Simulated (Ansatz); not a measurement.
Ansatz (an electronic-structure program) input (B3LYP-D3(BJ)/def2-TZVP):

Ansatz 0.2 input:
```yaml
crystal:
  periodic: [false, false, false]
  atoms:
    - {symbol: C, position_ang: [-0.00000000, -0.00000000, -0.63014053]}
    - {symbol: N, position_ang: [0.00000000, 0.00000000, 0.54012046]}
basis:
  gaussian:
    orbitals: def2-TZVP
hamiltonian:
  xc: b3lyp
  dispersion: d3bj
total_charge: -1
phonons: {temperatures: {t_min: 298.15, t_max: 298.15, t_step: 100}}
```

Output:

```
Functional definition: B3LYP
integrals: 0.01 GiB planned
335 factors; their error is unknown
mean field: 0.10 GiB planned
mean field evaluation 1: about -2527.4509 eV, gradient 1.1e1 eV
mean field evaluation 2: about -2526.6578 eV, gradient 2.3e1 eV
mean field evaluation 4: about -2527.7274 eV, gradient 8.8e-1 eV
mean field evaluation 8: about -2527.7365 eV, gradient 2.3e-3 eV
mean field -2527.73646345 eV, -92.8926016706 hartree, gradient 1.7e-5 eV, S^2 0.000000; 0 other end points of the search recorded, 0 dependent functions left out
the calculation of the forces begins
reference -2527.73661971 eV, -92.8926074128 hartree; 7, 7 occupied and 55, 55 virtual orbitals, 335 factors
these checks for a lower state are left out or cut short: stability, starts, cluster_reference, orbital_swaps, neighbouring_geometries, increment
integrals: 0.01 GiB planned
335 factors; their error is unknown
mean field: 0.10 GiB planned
mean field evaluation 16: about -2527.7364 eV, gradient 1.6e-1 eV
mean field -2527.73646345 eV, -92.8926016706 hartree, gradient 2.3e-6 eV, S^2 0.000000; 0 other end points of the search recorded, 0 dependent functions left out
the calculation of the forces begins
reference -2527.73661971 eV, -92.8926074128 hartree; 7, 7 occupied and 55, 55 virtual orbitals, 335 factors
these checks for a lower state are left out or cut short: stability, starts, cluster_reference, orbital_swaps, neighbouring_geometries, increment
integrals: 0.01 GiB planned
335 factors; their error is unknown
mean field: 0.10 GiB planned
mean field -2527.73646345 eV, -92.8926016706 hartree, gradient 2.3e-6 eV, S^2 0.000000; 0 other end points of the search recorded, 0 dependent functions left out
the calculation of the forces begins
reference -2527.73661971 eV, -92.8926074128 hartree; 7, 7 occupied and 55, 55 virtual orbitals, 335 factors
these checks for a lower state are left out or cut short: stability, starts, cluster_reference, orbital_swaps, neighbouring_geometries, increment
integrals: 0.01 GiB planned
335 factors; their error is unknown
mean field: 0.10 GiB planned
mean field evaluation 32: about -2527.7364 eV, gradient 1.6e-1 eV
mean field -2527.73646345 eV, -92.8926016706 hartree, gradient 2.3e-6 eV, S^2 0.000000; 0 other end points of the search recorded, 0 dependent functions left out
the calculation of the forces begins
reference -2527.73661971 eV, -92.8926074128 hartree; 7, 7 occupied and 55, 55 virtual orbitals, 335 factors
these checks for a lower state are left out or cut short: stability, starts, cluster_reference, orbital_swaps, neighbouring_geometries, increment
integrals: 0.01 GiB planned
335 factors; their error is unknown
mean field: 0.10 GiB planned
mean field -2527.73646345 eV, -92.8926016706 hartree, gradient 2.3e-6 eV, S^2 0.000000; 0 other end points of the search recorded, 0 dependent functions left out
the calculation of the forces begins
reference -2527.73661971 eV, -92.8926074128 hartree; 7, 7 occupied and 55, 55 virtual orbitals, 335 factors
these checks for a lower state are left out or cut short: stability, starts, cluster_reference, orbital_swaps, neighbouring_geometries, increment
integrals: 0.01 GiB planned
335 factors; their error is unknown
mean field: 0.10 GiB planned
mean field -2527.73612078 eV, -92.8925890777 hartree, gradient 2.3e-6 eV, S^2 0.000000; 0 other end points of the search recorded, 0 dependent functions left out
the calculation of the forces begins
reference -2527.73627705 eV, -92.8925948206 hartree; 7, 7 occupied and 55, 55 virtual orbitals, 335 factors
these checks for a lower state are left out or cut short: stability, starts, cluster_reference, orbital_swaps, neighbouring_geometries, increment
integrals: 0.01 GiB planned
335 factors; their error is unknown
mean field: 0.10 GiB planned
mean field -2527.73612494 eV, -92.8925892303 hartree, gradient 2.3e-6 eV, S^2 0.000000; 0 other end points of the search recorded, 0 dependent functions left out
the calculation of the forces begins
reference -2527.73628117 eV, -92.8925949719 hartree; 7, 7 occupied and 55, 55 virtual orbitals, 335 factors
these checks for a lower state are left out or cut short: stability, starts, cluster_reference, orbital_swaps, neighbouring_geometries, increment
integrals: 0.01 GiB planned
335 factors; their error is unknown
mean field: 0.10 GiB planned
mean field evaluation 64: about -2527.7364 eV, gradient 1.6e-1 eV
mean field -2527.73646345 eV, -92.8926016706 hartree, gradient 2.3e-6 eV, S^2 0.000000; 0 other end points of the search recorded, 0 dependent functions left out
the calculation of the forces begins
reference -2527.73661971 eV, -92.8926074128 hartree; 7, 7 occupied and 55, 55 virtual orbitals, 335 factors
these checks for a lower state are left out or cut short: stability, starts, cluster_reference, orbital_swaps, neighbouring_geometries, increment
integrals: 0.01 GiB planned
335 factors; their error is unknown
mean field: 0.10 GiB planned
mean field -2527.73646345 eV, -92.8926016706 hartree, gradient 2.3e-6 eV, S^2 0.000000; 0 other end points of the search recorded, 0 dependent functions left out
the calculation of the forces begins
reference -2527.73661971 eV, -92.8926074128 hartree; 7, 7 occupied and 55, 55 virtual orbitals, 335 factors
these checks for a lower state are left out or cut short: stability, starts, cluster_reference, orbital_swaps, neighbouring_geometries, increment
integrals: 0.01 GiB planned
335 factors; their error is unknown
mean field: 0.10 GiB planned
mean field -2527.73646345 eV, -92.8926016706 hartree, gradient 2.3e-6 eV, S^2 0.000000; 0 other end points of the search recorded, 0 dependent functions left out
the calculation of the forces begins
reference -2527.73661971 eV, -92.8926074128 hartree; 7, 7 occupied and 55, 55 virtual orbitals, 335 factors
these checks for a lower state are left out or cut short: stability, starts, cluster_reference, orbital_swaps, neighbouring_geometries, increment
integrals: 0.01 GiB planned
335 factors; their error is unknown
mean field: 0.10 GiB planned
mean field -2527.73646345 eV, -92.8926016706 hartree, gradient 2.3e-6 eV, S^2 0.000000; 0 other end points of the search recorded, 0 dependent functions left out
the calculation of the forces begins
reference -2527.73661971 eV, -92.8926074128 hartree; 7, 7 occupied and 55, 55 virtual orbitals, 335 factors
these checks for a lower state are left out or cut short: stability, starts, cluster_reference, orbital_swaps, neighbouring_geometries, increment
integrals: 0.01 GiB planned
335 factors; their error is unknown
mean field: 0.10 GiB planned
mean field evaluation 96: about -2527.7361 eV, gradient 1.6e-1 eV
mean field -2527.73612494 eV, -92.8925892303 hartree, gradient 2.3e-6 eV, S^2 0.000000; 0 other end points of the search recorded, 0 dependent functions left out
the calculation of the forces begins
reference -2527.73628117 eV, -92.8925949719 hartree; 7, 7 occupied and 55, 55 virtual orbitals, 335 factors
these checks for a lower state are left out or cut short: stability, starts, cluster_reference, orbital_swaps, neighbouring_geometries, increment
integrals: 0.01 GiB planned
335 factors; their error is unknown
mean field: 0.10 GiB planned
mean field -2527.73612078 eV, -92.8925890777 hartree, gradient 2.3e-6 eV, S^2 0.000000; 0 other end points of the search recorded, 0 dependent functions left out
the calculation of the forces begins
reference -2527.73627705 eV, -92.8925948206 hartree; 7, 7 occupied and 55, 55 virtual orbitals, 335 factors
Total energy: -2527.76283656 eV, -92.8935708645 hartree
Atom 0 at    -0.000000    -0.000000    -0.630141 Å, force     0.000000     0.000000     0.000033 eV/Å
Atom 1 at     0.000000     0.000000     0.540120 Å, force    -0.000000    -0.000000    -0.000033 eV/Å
Dipole moment:     0.000000    -0.000000     0.138219 e Å
Vibrations: 2140.94 cm⁻¹, zero-point energy 0.132721 eV
```
